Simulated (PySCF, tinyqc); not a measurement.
Inside a calculation. Method: CIS on RHF in the sto-3g basis, for CH+, spin multiplicity 1. The lowest restricted solution is unstable here: a spin-polarised one lies 0.0133 hartree lower (PySCF). Computed by tinyqc, a small Python program that keeps every step (integrals from PySCF). Settings: charge = 1, multiplicity = 1, basis = sto-3g, method = RHF, energy threshold = 1e-10, iteration cap = 60, orthogonalisation = symmetric, start = core, DIIS depth = 6. Command: `OMP_NUM_THREADS=1 python tinyqc.py 24209 24210 out.jsonl` (the two numbers bound the seeds that draw the settings). One thread of a shared host (Intel(R) Xeon(R) Processor @ 2.60GHz), about 0.05 s of CPU time with the checks. The early iterations of the SCF are left out here.

## One-electron integrals

Geometry (angstrom):
```
atom       x       y       z
C     0.0000  0.0000  0.0000
H     0.0000  0.0000  1.0370
```

Basis sto-3g: exponents (1/bohr^2) and contraction coefficients of normalised primitives:
```
element  l (shell)  exponent  coefficient
C            s (1)   71.6168       0.1543
C            s (1)   13.0451       0.5353
C            s (1)    3.5305       0.4446
C            s (2)    2.9412      -0.1000
C            s (2)    0.6835       0.3995
C            s (2)    0.2223       0.7001
C            p (3)    2.9412       0.1559
C            p (3)    0.6835       0.6077
C            p (3)    0.2223       0.3920
H            s (1)    3.4253       0.1543
H            s (1)    0.6239       0.5353
H            s (1)    0.1689       0.4446
```

Overlap, kinetic and nuclear-attraction integrals over the contracted functions; the nuclear repulsion is the sum of Za Zb / Rab.

nuclear repulsion = 3.061777 hartree

overlap S, order 1C 1s, 1C 2s, 1C 2px, 1C 2py, 1C 2pz, 2H 1s:
$$\begin{pmatrix}
1.0000 & 0.2484 & 0.0000 & 0.0000 & 0.0000 & 0.0705 \\
0.2484 & 1.0000 & 0.0000 & 0.0000 & 0.0000 & 0.5216 \\
0.0000 & 0.0000 & 1.0000 & 0.0000 & 0.0000 & 0.0000 \\
0.0000 & 0.0000 & 0.0000 & 1.0000 & 0.0000 & 0.0000 \\
0.0000 & 0.0000 & 0.0000 & 0.0000 & 1.0000 & 0.4848 \\
0.0705 & 0.5216 & 0.0000 & 0.0000 & 0.4848 & 1.0000
\end{pmatrix}$$

kinetic energy T (hartree), order 1C 1s, 1C 2s, 1C 2px, 1C 2py, 1C 2pz, 2H 1s:
$$\begin{pmatrix}
15.8911 & -0.0859 & 0.0000 & 0.0000 & 0.0000 & -0.0080 \\
-0.0859 & 0.4722 & 0.0000 & 0.0000 & 0.0000 & 0.1250 \\
0.0000 & 0.0000 & 1.4777 & 0.0000 & 0.0000 & 0.0000 \\
0.0000 & 0.0000 & 0.0000 & 1.4777 & 0.0000 & 0.0000 \\
0.0000 & 0.0000 & 0.0000 & 0.0000 & 1.4777 & 0.2947 \\
-0.0080 & 0.1250 & 0.0000 & 0.0000 & 0.2947 & 0.7600
\end{pmatrix}$$

nuclear attraction V (hartree), order 1C 1s, 1C 2s, 1C 2px, 1C 2py, 1C 2pz, 2H 1s:
$$\begin{pmatrix}
-34.1630 & -4.3190 & 0.0000 & 0.0000 & -0.0187 & -1.2551 \\
-4.3190 & -5.6819 & 0.0000 & 0.0000 & -0.1855 & -2.6065 \\
0.0000 & 0.0000 & -5.5939 & 0.0000 & 0.0000 & 0.0000 \\
0.0000 & 0.0000 & 0.0000 & -5.5939 & 0.0000 & 0.0000 \\
-0.0187 & -0.1855 & 0.0000 & 0.0000 & -5.7333 & -2.3001 \\
-1.2551 & -2.6065 & 0.0000 & 0.0000 & -2.3001 & -4.2070
\end{pmatrix}$$

core Hamiltonian H = T + V (hartree), order 1C 1s, 1C 2s, 1C 2px, 1C 2py, 1C 2pz, 2H 1s:
$$\begin{pmatrix}
-18.2719 & -4.4049 & 0.0000 & 0.0000 & -0.0187 & -1.2631 \\
-4.4049 & -5.2096 & 0.0000 & 0.0000 & -0.1855 & -2.4815 \\
0.0000 & 0.0000 & -4.1162 & 0.0000 & 0.0000 & 0.0000 \\
0.0000 & 0.0000 & 0.0000 & -4.1162 & 0.0000 & 0.0000 \\
-0.0187 & -0.1855 & 0.0000 & 0.0000 & -4.2555 & -2.0054 \\
-1.2631 & -2.4815 & 0.0000 & 0.0000 & -2.0054 & -3.4470
\end{pmatrix}$$

## Two-electron integrals

Functions are numbered as in S; the eight-fold symmetry (ij|kl) = (ji|kl) = (kl|ij) leaves the list below.

Two-electron integrals (ij|kl) in chemists' order, unique and non-zero (hartree):
```
(11|11) 3.5419   (21|11) 0.5769   (21|21) 0.1119   (22|11) 0.8547
(22|21) 0.2053   (22|22) 0.6247   (31|31) 0.0203   (32|31) 0.0309
(32|32) 0.1380   (33|11) 0.8524   (33|21) 0.2053   (33|22) 0.6246
(33|33) 0.6728   (41|41) 0.0203   (42|41) 0.0309   (42|42) 0.1380
(43|43) 0.0363   (44|11) 0.8524   (44|21) 0.2053   (44|22) 0.6246
(44|33) 0.6003   (44|44) 0.6728   (51|51) 0.0203   (52|51) 0.0309
(52|52) 0.1380   (53|53) 0.0363   (54|54) 0.0363   (55|11) 0.8524
(55|21) 0.2053   (55|22) 0.6246   (55|33) 0.6003   (55|44) 0.6003
(55|55) 0.6728   (61|11) 0.1654   (61|21) 0.0319   (61|22) 0.0582
(61|33) 0.0580   (61|44) 0.0580   (61|51) 0.0020   (61|52) 0.0036
(61|55) 0.0586   (61|61) 0.0093   (62|11) 0.3608   (62|21) 0.0876
(62|22) 0.2893   (62|33) 0.2827   (62|44) 0.2827   (62|51) 0.0083
(62|52) 0.0550   (62|55) 0.3022   (62|61) 0.0259   (62|62) 0.1693
(63|31) 0.0093   (63|32) 0.0479   (63|53) 0.0110   (63|63) 0.0220
(64|41) 0.0093   (64|42) 0.0479   (64|54) 0.0110   (64|64) 0.0220
(65|11) 0.2937   (65|21) 0.0723   (65|22) 0.2532   (65|33) 0.2403
(65|44) 0.2403   (65|51) 0.0154   (65|52) 0.0930   (65|55) 0.2786
(65|61) 0.0225   (65|62) 0.1763   (65|65) 0.2024   (66|11) 0.4958
(66|21) 0.1225   (66|22) 0.4560   (66|33) 0.4317   (66|44) 0.4317
(66|51) 0.0156   (66|52) 0.1345   (66|55) 0.5042   (66|61) 0.0369
(66|62) 0.3265   (66|65) 0.3772   (66|66) 0.7746
```

## Orthogonalisation

S = U s U^T; symmetric (Loewdin) form X = U s^(-1/2) U^T, so that X^T S X = 1.

eigenvalues of S: [0.2785, 0.8185, 1.0000, 1.0000, 1.1463, 1.7567]

X, order 1C 1s, 1C 2s, 1C 2px, 1C 2py, 1C 2pz, 2H 1s:
$$\begin{pmatrix}
1.0258 & -0.1439 & 0.0000 & 0.0000 & -0.0133 & 0.0276 \\
-0.1439 & 1.2003 & 0.0000 & 0.0000 & 0.1604 & -0.4109 \\
0.0000 & 0.0000 & 1.0000 & 0.0000 & 0.0000 & 0.0000 \\
0.0000 & 0.0000 & 0.0000 & 1.0000 & 0.0000 & 0.0000 \\
-0.0133 & 0.1604 & 0.0000 & 0.0000 & 1.1461 & -0.3755 \\
0.0276 & -0.4109 & 0.0000 & 0.0000 & -0.3755 & 1.3167
\end{pmatrix}$$

## Iteration 7 (converged): orbitals

converged F (hartree), order 1C 1s, 1C 2s, 1C 2px, 1C 2py, 1C 2pz, 2H 1s:
$$\begin{pmatrix}
-11.7178 & -3.1163 & 0.0000 & 0.0000 & -0.0232 & -0.9008 \\
-3.1163 & -1.9442 & 0.0000 & 0.0000 & -0.1219 & -1.0182 \\
0.0000 & 0.0000 & -0.3016 & 0.0000 & 0.0000 & 0.0000 \\
0.0000 & 0.0000 & 0.0000 & -0.3016 & 0.0000 & 0.0000 \\
-0.0232 & -0.1219 & 0.0000 & 0.0000 & -0.8361 & -0.7330 \\
-0.9008 & -1.0182 & 0.0000 & 0.0000 & -0.7330 & -0.9777
\end{pmatrix}$$

Diagonalise F' = X^T F X, C = X C', fill 3 alpha and 3 beta electrons from the bottom; D = 2 C_occ C_occ^T. Each column has its largest component positive (the first on a tie).

F' = X^T F X (hartree):
$$\begin{pmatrix}
-11.4926 & -1.5396 & 0.0000 & 0.0000 & -0.0364 & -0.1509 \\
-1.5396 & -1.2050 & 0.0000 & 0.0000 & 0.1154 & -0.5092 \\
0.0000 & 0.0000 & -0.3016 & 0.0000 & 0.0000 & 0.0000 \\
0.0000 & 0.0000 & 0.0000 & -0.3016 & 0.0000 & 0.0000 \\
-0.0364 & 0.1154 & 0.0000 & 0.0000 & -0.5745 & -0.5478 \\
-0.1509 & -0.5092 & 0.0000 & 0.0000 & -0.5478 & -0.3554
\end{pmatrix}$$

orbital energies (hartree): MO1 -11.7225, MO2 -1.2914, MO3 -0.8762, MO4 -0.3016, MO5 -0.3016, MO6 0.2628

coefficients C, order 1C 1s, 1C 2s, 1C 2px, 1C 2py, 1C 2pz, 2H 1s:
$$\begin{pmatrix}
0.9941 & -0.2229 & 0.1494 & 0.0000 & 0.0000 & 0.1163 \\
0.0248 & 0.7359 & -0.6627 & 0.0000 & 0.0000 & -0.8213 \\
0.0000 & 0.0000 & 0.0000 & 0.9758 & -0.2186 & 0.0000 \\
0.0000 & 0.0000 & 0.0000 & 0.2186 & 0.9758 & 0.0000 \\
0.0058 & 0.2612 & 0.6878 & 0.0000 & 0.0000 & -0.9690 \\
-0.0076 & 0.3218 & 0.3402 & 0.0000 & 0.0000 & 1.3509
\end{pmatrix}$$

D after iteration 7, order 1C 1s, 1C 2s, 1C 2px, 1C 2py, 1C 2pz, 2H 1s:
$$\begin{pmatrix}
2.1206 & -0.4766 & 0.0000 & 0.0000 & 0.1007 & -0.0569 \\
-0.4766 & 1.9626 & 0.0000 & 0.0000 & -0.5269 & 0.0223 \\
0.0000 & 0.0000 & 0.0000 & 0.0000 & 0.0000 & 0.0000 \\
0.0000 & 0.0000 & 0.0000 & 0.0000 & 0.0000 & 0.0000 \\
0.1007 & -0.5269 & 0.0000 & 0.0000 & 1.0827 & 0.6361 \\
-0.0569 & 0.0223 & 0.0000 & 0.0000 & 0.6361 & 0.4388
\end{pmatrix}$$

Within a degenerate level the vectors are fixed only up to a rotation; this is one choice.

## Convergence

Stop when the energy changes by less than 1e-10 hartree and every element of the error matrix X^T (F D S - S D F) X is below 3e-06.

Course of the cycle:
```
iteration  E (hartree)     change  largest element of the error matrix
1           -36.933206          -                             7.19e-01
2           -37.426021  -4.93e-01                             1.42e-01
3           -37.438512  -1.25e-02                             6.72e-03
4           -37.438538  -2.65e-05                             9.66e-04
5           -37.438539  -9.02e-07                             1.37e-05
6           -37.438539  -1.27e-10                             3.49e-07
7           -37.438539  -5.68e-14                             5.61e-11
```

PySCF RHF in the same basis = -37.438539 hartree

Converged in 7 iterations.

## Integrals over molecular orbitals

(pq|rs) = sum C_ip C_jq C_kr C_ls (ij|kl), one index at a time.

one-electron integrals over orbitals h = C^T H C (hartree):
$$\begin{pmatrix}
-18.2598 & 0.3383 & -0.2183 & 0.0000 & 0.0000 & -0.1646 \\
0.3383 & -4.3317 & 0.1332 & 0.0000 & 0.0000 & 0.6250 \\
-0.2183 & 0.1332 & -4.0186 & 0.0000 & 0.0000 & 0.3738 \\
0.0000 & 0.0000 & 0.0000 & -4.1162 & 0.0000 & 0.0000 \\
0.0000 & 0.0000 & 0.0000 & 0.0000 & -4.1162 & 0.0000 \\
-0.1646 & 0.6250 & 0.3738 & 0.0000 & 0.0000 & -3.1376
\end{pmatrix}$$

Two-electron integrals over orbitals (pq|rs), unique and non-zero (hartree):
```
(11|11) 3.5122    (21|11) -0.2941   (21|21) 0.0408    (22|11) 0.7553
(22|21) -0.0042   (22|22) 0.6349    (31|11) 0.1946    (31|21) -0.0213
(31|22) 0.0208    (31|31) 0.0283    (32|11) -0.0784   (32|21) 0.0094
(32|22) 0.0611    (32|31) 0.0092    (32|32) 0.0795    (33|11) 0.7918
(33|21) -0.0154   (33|22) 0.5076    (33|31) -0.0085   (33|32) -0.0589
(33|33) 0.6514    (41|41) 0.0215    (42|41) 0.0236    (42|42) 0.0936
(43|41) -0.0156   (43|42) -0.0461   (43|43) 0.0592    (44|11) 0.8521
(44|21) -0.0092   (44|22) 0.5649    (44|31) 0.0057    (44|32) -0.0415
(44|33) 0.5775    (44|44) 0.6728    (51|51) 0.0215    (52|51) 0.0236
(52|52) 0.0936    (53|51) -0.0156   (53|52) -0.0461   (53|53) 0.0592
(54|54) 0.0363    (55|11) 0.8521    (55|21) -0.0092   (55|22) 0.5649
(55|31) 0.0057    (55|32) -0.0415   (55|33) 0.5775    (55|44) 0.6003
(55|55) 0.6728    (61|11) 0.1525    (61|21) -0.0258   (61|22) -0.0100
(61|31) 0.0008    (61|32) -0.0147   (61|33) 0.0205    (61|44) 0.0037
(61|55) 0.0037    (61|61) 0.0257    (62|11) -0.2217   (62|21) 0.0035
(62|22) -0.0589   (62|31) -0.0126   (62|32) 0.0317    (62|33) -0.0439
(62|44) -0.1078   (62|55) -0.1078   (62|61) 0.0057    (62|62) 0.1095
(63|11) -0.1365   (63|21) 0.0047    (63|22) 0.0112    (63|31) 0.0054
(63|32) 0.0608    (63|33) -0.0909   (63|44) -0.0620   (63|55) -0.0620
(63|61) -0.0082   (63|62) 0.0602    (63|63) 0.0848    (64|41) -0.0114
(64|42) -0.0423   (64|43) 0.0079    (64|64) 0.0295    (65|51) -0.0114
(65|52) -0.0423   (65|53) 0.0079    (65|65) 0.0295    (66|11) 0.7017
(66|21) -0.0036   (66|22) 0.6103    (66|31) 0.0177    (66|32) 0.0859
(66|33) 0.4982    (66|44) 0.5068    (66|55) 0.5068    (66|61) -0.0088
(66|62) 0.0157    (66|63) 0.0534    (66|66) 0.6780
```

## CIS matrix, singlets

A(ia,jb) = (e_a - e_i) d_ij d_ab + 2 (ia|jb) - (ij|ab).

CIS matrix A, singlet (hartree):
```
         1>4      1>5      1>6      2>4      2>5     2>6      3>4      3>5
1>4  10.6119   0.0000   0.0000   0.0563   0.0000  0.0000  -0.0369   0.0000
1>5   0.0000  10.6119   0.0000   0.0000   0.0563  0.0000   0.0000  -0.0369
1>6   0.0000   0.0000  11.3351   0.0000   0.0000  0.0150   0.0000   0.0000
2>4   0.0563   0.0000   0.0000   0.6122   0.0000  0.0000  -0.0508   0.0000
2>5   0.0000   0.0563   0.0000   0.0000   0.6122  0.0000   0.0000  -0.0508
2>6   0.0000   0.0000   0.0150   0.0000   0.0000  1.1629   0.0000   0.0000
3>4  -0.0369   0.0000   0.0000  -0.0508   0.0000  0.0000   0.1155   0.0000
3>5   0.0000  -0.0369   0.0000   0.0000  -0.0508  0.0000   0.0000   0.1155
3>6   0.0000   0.0000  -0.0342   0.0000   0.0000  0.0345   0.0000   0.0000

         3>6
1>4   0.0000
1>5   0.0000
1>6  -0.0342
2>4   0.0000
2>5   0.0000
2>6   0.0345
3>4   0.0000
3>5   0.0000
3>6   0.8103
```

## CIS singlet states

dipole integrals <i|r|a> (bohr), order 1>4, 1>5, 1>6, 2>4, 2>5, 2>6, 3>4, 3>5, 3>6:
$$\begin{pmatrix}
0.0873 & 0.0195 & 0.0000 \\
-0.0195 & 0.0873 & 0.0000 \\
0.0000 & 0.0000 & -0.0665 \\
0.7050 & 0.1579 & 0.0000 \\
-0.1579 & 0.7050 & 0.0000 \\
0.0000 & 0.0000 & 0.5176 \\
-0.4068 & -0.0911 & 0.0000 \\
0.0911 & -0.4068 & 0.0000 \\
0.0000 & 0.0000 & 0.8484
\end{pmatrix}$$

Diagonalise A (1 hartree = 27.211386 eV); each vector has its largest component positive (the first on a tie). The transition dipole is mu = sqrt2 sum c_ia <i|r|a>.

singlet excitation energies (eV): [3.0000, 3.0000, 16.7877, 16.7877, 21.9565, 31.7354, 288.7780, 288.7780, 308.4480]

lowest vectors, order 1>4, 1>5, 1>6, 2>4, 2>5, 2>6, 3>4, 3>5, 3>6:
$$\begin{pmatrix}
0.0027 & -0.0012 & -0.0001 & -0.0060 & 0.0000 & 0.0000 \\
0.0012 & 0.0027 & -0.0060 & 0.0001 & 0.0000 & 0.0000 \\
0.0000 & 0.0000 & 0.0000 & 0.0000 & 0.0034 & -0.0011 \\
0.0923 & -0.0395 & 0.0101 & 0.9949 & 0.0000 & 0.0000 \\
0.0395 & 0.0923 & 0.9949 & -0.0101 & 0.0000 & 0.0000 \\
0.0000 & 0.0000 & 0.0000 & 0.0000 & -0.0965 & 0.9953 \\
0.9145 & -0.3920 & -0.0010 & -0.1004 & 0.0000 & 0.0000 \\
0.3920 & 0.9145 & -0.1004 & 0.0010 & 0.0000 & 0.0000 \\
0.0000 & 0.0000 & 0.0000 & 0.0000 & 0.9953 & 0.0965
\end{pmatrix}$$

oscillator strengths 2/3 w |mu|^2: [0.0172, 0.0172, 0.4753, 0.4753, 0.6787, 0.5543]

Within a degenerate level the vectors are fixed only up to a rotation; this is one choice.

## CIS matrix, triplets

A(ia,jb) = (e_a - e_i) d_ij d_ab - (ij|ab).

CIS matrix A, triplet (hartree):
```
         1>4      1>5      1>6     2>4     2>5      2>6      3>4      3>5
1>4  10.5689   0.0000   0.0000  0.0092  0.0000   0.0000  -0.0057   0.0000
1>5   0.0000  10.5689   0.0000  0.0000  0.0092   0.0000   0.0000  -0.0057
1>6   0.0000   0.0000  11.2836  0.0000  0.0000   0.0036   0.0000   0.0000
2>4   0.0092   0.0000   0.0000  0.4250  0.0000   0.0000   0.0415   0.0000
2>5   0.0000   0.0092   0.0000  0.0000  0.4250   0.0000   0.0000   0.0415
2>6   0.0000   0.0000   0.0036  0.0000  0.0000   0.9439   0.0000   0.0000
3>4  -0.0057   0.0000   0.0000  0.0415  0.0000   0.0000  -0.0029   0.0000
3>5   0.0000  -0.0057   0.0000  0.0000  0.0415   0.0000   0.0000  -0.0029
3>6   0.0000   0.0000  -0.0177  0.0000  0.0000  -0.0859   0.0000   0.0000

         3>6
1>4   0.0000
1>5   0.0000
1>6  -0.0177
2>4   0.0000
2>5   0.0000
2>6  -0.0859
3>4   0.0000
3>5   0.0000
3>6   0.6408
```

## CIS triplet states

Diagonalise A (1 hartree = 27.211386 eV); each vector has its largest component positive (the first on a tie).

triplet excitation energies (eV): [-0.1871, -0.1871, 11.6736, 11.6736, 16.8206, 26.3004, 287.5953, 287.5953, 307.0441]

lowest vectors, order 1>4, 1>5, 1>6, 2>4, 2>5, 2>6, 3>4, 3>5, 3>6:
$$\begin{pmatrix}
0.0006 & 0.0000 & 0.0000 & -0.0008 & 0.0000 & 0.0000 \\
0.0000 & 0.0006 & -0.0008 & 0.0000 & 0.0000 & 0.0000 \\
0.0000 & 0.0000 & 0.0000 & 0.0000 & 0.0015 & -0.0008 \\
-0.0956 & 0.0009 & -0.0013 & 0.9954 & 0.0000 & 0.0000 \\
-0.0009 & -0.0956 & 0.9954 & 0.0013 & 0.0000 & 0.0000 \\
0.0000 & 0.0000 & 0.0000 & 0.0000 & 0.2550 & 0.9669 \\
0.9954 & -0.0092 & -0.0001 & 0.0956 & 0.0000 & 0.0000 \\
0.0092 & 0.9954 & 0.0956 & 0.0001 & 0.0000 & 0.0000 \\
0.0000 & 0.0000 & 0.0000 & 0.0000 & 0.9669 & -0.2550
\end{pmatrix}$$

Within a degenerate level the vectors are fixed only up to a rotation; this is one choice.

A negative triplet energy shows that the restricted solution is unstable towards a spin-polarised one.
